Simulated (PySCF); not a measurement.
Compound: CF₄.
SMILES: `FC(F)(F)F`

The closed-shell ground state was solved at several levels (PySCF, density fitting, gas phase, non-relativistic). Isolated species at its PBE0-D3(BJ)/def2-TZVP geometry, gas phase. The dipole stays under 0.02 D at every level.

```
              level  basis functions  HOMO (eV)  LUMO (eV)  gap (eV)
        B3LYP/pcJ-2              255     -12.37       2.64     15.01
         PBE0/pcJ-2              255     -12.69       3.14     15.83
        B97-2/pcJ-2              255     -12.33       3.20     15.53
wB97X-D/aug-cc-pVTZ              230     -14.62       1.82     16.44
       KT3/pcSseg-2              180     -10.68       1.17     11.85
      PBE0/pcSseg-2              180     -12.69       2.47     15.16
   wB97X-D/pcSseg-2              180     -14.64       4.68     19.32
```

Q: Estimate the row for CAM-B3LYP/aug-cc-pVTZ, a basis of 230 functions; the other rows only guide the guess.

A: HOMO -14.29 eV, LUMO 0.83 eV, gap 15.12 eV.

Q: Over all these levels, which gives the widest orbital gap and which the narrowest?

A: wB97X-D/pcSseg-2 (range-separated hybrid) has the widest, 19.32 eV, and KT3/pcSseg-2 (GGA) the narrowest, 11.85 eV. The two share the basis. From the narrowest to the widest the HOMO moves by -3.96 eV and the LUMO by +3.51 eV.

Q: In the pcJ-2 basis, how does the gap go with the fixed share of exact exchange?

A: B3LYP (20 %) 15.01 eV; B97-2 (21 %) 15.53 eV; PBE0 (25 %) 15.83 eV. Each rise in the share widens the gap here.
